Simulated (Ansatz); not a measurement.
Species: C3H2N, charge 0, multiplicity 2. It need not be the lowest isomer of its formula. 
Geometry from a B3LYP-D3(BJ)/def2-TZVP (Ansatz, a program for electronic structure) optimisation:
```xyz
6

C     -0.1219    -1.6907     0.0222
C      0.5422    -0.5603     0.0115
C     -0.0782     0.7252    -0.0104
H      0.1085    -2.7434     0.0381
H      1.6343    -0.5565     0.0193
N     -0.5422     1.7793    -0.0281
```
Charge 0, spin multiplicity 2.

Basis-set convergence of Hartree-Fock and MP2 correlation energies (hartree) with Ansatz. Valence correlation only, unless marked. Open shells are spin-unrestricted. No spin-orbit coupling. No relativistic terms.

The UHF reference is spin-contaminated (<S^2> 0.38 over the pure value in the largest basis). The T1 diagnostic of CCSD in the largest basis is 0.046, which is high, so the coupled-cluster rows are less sure than usual.

```
basis    functions       E(HF)  E(corr, MP2)
-------  ---------  ----------  ------------
cc-pVDZ         66  -169.13917      -0.47859
cc-pVTZ        148         ___           ___
```

Question: Fill in the missing entries.

Answer: 
- cc-pVTZ, E(HF): -169.18185
- cc-pVTZ, E(corr, MP2): -0.58896
